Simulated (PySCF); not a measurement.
Record of a relaxation.

Compound: cis-1,2-difluoroethene, C2H2F2.
SMILES with atom numbers: `[F:1]/[CH:2]=[CH:3]\[F:4]` (hydrogens: H5 on C2; H6 on C3)

Computed by this run: PBE0-D3(BJ)/def2-SVP geometry optimisation, gas phase in PySCF 2.14.0; density fitting, grid level 1; the optimiser is geomeTRIC in internal coordinates, started from an MMFF94s structure with every atom displaced at random (about 0.03 Å). The frame can shift and turn from step to step; on so coarse a grid that alone can change the energy by a few meV, and forces under 0.02 eV/Å are noise.

Step 0: E = -7525.2199 eV, largest atomic force 5.638 eV/Å
```
atom  x, y, z in Å  |  force x, y, z in eV/Å
F1      1.467    0.931   -0.025   -1.006   0.151  -0.004
C2      0.643   -0.125   -0.013   -0.713  -0.641  -0.105
C3     -0.726   -0.078   -0.016    5.525   1.122   0.049
F4     -1.243    1.098   -0.014   -1.759   1.880  -0.013
H5      1.268   -1.017   -0.029   -0.508  -0.521   0.051
H6     -1.347   -0.903    0.028   -1.539  -1.990   0.022
```

Step 1: E = -7525.3652 eV, largest atomic force 1.471 eV/Å
```
atom  x, y, z in Å  |  force x, y, z in eV/Å
F1      1.017    0.736   -1.139    0.387   0.231  -0.149
C2      0.515   -0.223   -0.384    0.081  -0.331  -0.585
C3     -0.395    0.062    0.537   -1.379  -0.285  -0.424
F4     -0.888    1.307    0.617    0.353  -0.558   0.468
H5      0.821   -1.235   -0.705   -0.005   0.272   0.535
H6     -1.006   -0.743    1.005    0.564   0.673   0.155
```

Step 2: E = -7525.4237 eV, largest atomic force 1.166 eV/Å
```
atom  x, y, z in Å  |  force x, y, z in eV/Å
F1      1.062    0.710   -1.178    0.138   0.193   0.111
C2      0.514   -0.210   -0.399   -0.049  -0.039  -0.433
C3     -0.406    0.075    0.520   -1.012  -0.264  -0.515
F4     -0.929    1.294    0.673    0.472  -0.300   0.202
H5      0.810   -1.229   -0.680    0.002   0.079   0.444
H6     -0.989   -0.735    0.994    0.448   0.332   0.193
```

Step 3: E = -7525.5135 eV, largest atomic force 0.217 eV/Å
```
atom  x, y, z in Å  |  force x, y, z in eV/Å
F1      1.055    0.748   -1.144    0.025  -0.186  -0.023
C2      0.473   -0.221   -0.447    0.094   0.145   0.063
C3     -0.464    0.046    0.456    0.012   0.082  -0.199
F4     -0.866    1.290    0.674   -0.136  -0.021   0.167
H5      0.834   -1.231   -0.642    0.023  -0.033  -0.081
H6     -0.969   -0.729    1.035   -0.017   0.013   0.072
```

Step 4: E = -7525.5212 eV, largest atomic force 0.165 eV/Å
```
atom  x, y, z in Å  |  force x, y, z in eV/Å
F1      1.076    0.730   -1.162    0.045  -0.018  -0.024
C2      0.481   -0.211   -0.444    0.053   0.065  -0.060
C3     -0.463    0.060    0.451   -0.146  -0.059   0.048
F4     -0.898    1.286    0.702    0.041  -0.020   0.000
H5      0.822   -1.231   -0.641   -0.010   0.025   0.009
H6     -0.955   -0.730    1.024    0.018   0.007   0.027
```

Step 5: E = -7525.5188 eV, largest atomic force 0.285 eV/Å
```
atom  x, y, z in Å  |  force x, y, z in eV/Å
F1      1.093    0.723   -1.172   -0.106   0.072   0.103
C2      0.480   -0.199   -0.443    0.069  -0.269  -0.066
C3     -0.470    0.056    0.452    0.095   0.169  -0.135
F4     -0.902    1.282    0.704   -0.069   0.038   0.085
H5      0.814   -1.221   -0.638    0.000  -0.013   0.019
H6     -0.952   -0.737    1.029    0.011   0.003  -0.006
```

Step 6: E = -7525.5214 eV, largest atomic force 0.090 eV/Å
```
atom  x, y, z in Å  |  force x, y, z in eV/Å
F1      1.083    0.727   -1.168   -0.033   0.016   0.044
C2      0.480   -0.206   -0.444    0.045  -0.069  -0.034
C3     -0.466    0.058    0.452   -0.016   0.039  -0.080
F4     -0.899    1.285    0.703   -0.011   0.012   0.043
H5      0.819   -1.226   -0.639   -0.007  -0.002   0.009
H6     -0.955   -0.733    1.026    0.022   0.004   0.017
```

Step 7: E = -7525.5220 eV, largest atomic force 0.029 eV/Å
```
atom  x, y, z in Å  |  force x, y, z in eV/Å
F1      1.082    0.728   -1.164    0.000   0.006   0.003
C2      0.480   -0.208   -0.445   -0.007   0.004   0.008
C3     -0.467    0.059    0.449    0.001  -0.012  -0.027
F4     -0.899    1.285    0.704    0.004  -0.001   0.012
H5      0.820   -1.228   -0.639   -0.003   0.000  -0.001
H6     -0.952   -0.732    1.027    0.005   0.002   0.004
```

Step 8: E = -7525.5221 eV, largest atomic force under 0.02 eV/Å
```
atom  x, y, z in Å  |  force x, y, z in eV/Å
F1      1.083    0.728   -1.164    0.002   0.008   0.000
C2      0.480   -0.208   -0.445    0.003  -0.004  -0.009
C3     -0.468    0.058    0.448   -0.006  -0.004   0.003
F4     -0.900    1.285    0.704    0.002  -0.004   0.009
H5      0.819   -1.228   -0.639   -0.001   0.001  -0.001
H6     -0.951   -0.732    1.028    0.000   0.002  -0.001
```

Question: Summarise the path.

Answer: The energy falls by 6.97 kcal/mol from step 0 to step 8; nine tenths of that is first reached at step 3. It rises by more than 0.2 meV at step 5. The largest force goes from 5.638 to under 0.02 eV/Å. Among the bonds C3–H6 changes most, from 1.033 to 1.093 Å; the atoms move by 0.068 Å rms after alignment.

The cost below is that of the whole optimisation. Time: 9.2 s; peak memory 0.28 GiB. Hardware: one thread of an Arm Neoverse V1, shared host.
